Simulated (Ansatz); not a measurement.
Ansatz (a program for electronic structure) input (CCSD(T)/def2-SVPD):

Ansatz 0.2 input:
```yaml
crystal:
  periodic: [false, false, false]
  atoms:
    - {symbol: Be, position_ang: [-0.00000000, -0.00000000, -0.26948411]}
    - {symbol: H, position_ang: [0.00000000, 0.00000000, 1.07793645]}
basis:
  gaussian:
    orbitals: def2-SVPD
total_charge: -1
magnetization: {spin_polarized: false}
correlation: {method: ccsd_t, electrons: outside_noble_gas}
```

End of the output:

```
determinant -411.13272506 eV, -15.1088489702 hartree, with singles and doubles -412.94071315 eV, -15.1752913070 hartree
determinant -407.64552109 eV, -14.9806965879 hartree, with singles and doubles -409.22271307 eV, -15.0386573241 hartree
1 core orbitals not correlated
reference -411.13272506 eV, -15.1088489702 hartree; 2, 2 occupied and 17, 17 virtual orbitals, 233 factors
second order -1.22361476 eV of doubles, -0.00000000 eV of singles
coupled cluster: 0.04 GiB planned
cycle   1  -1.80810070 eV  change   -1.1e-4 eV  update   4.9e-4
cycle   2  -1.80815317 eV  change   -5.2e-5 eV  update   3.0e-4
cycle   3  -1.80813818 eV  change    1.5e-5 eV  update   1.1e-4
cycle   4  -1.80811300 eV  change    2.5e-5 eV  update   3.6e-5
cycle   5  -1.80813628 eV  change   -2.3e-5 eV  update   1.2e-5
cycle   6  -1.80814882 eV  change   -1.3e-5 eV  update   3.3e-6
cycle   7  -1.80815085 eV  change   -2.0e-6 eV  update   8.3e-7
perturbative correction -0.02513290 eV, -0.0009236170 hartree
Total energy: -412.96600881 eV, -15.1762209054 hartree
```

This state (charge -1, singlet) is run at the relaxed geometry of the species with charge 0 and multiplicity 2.
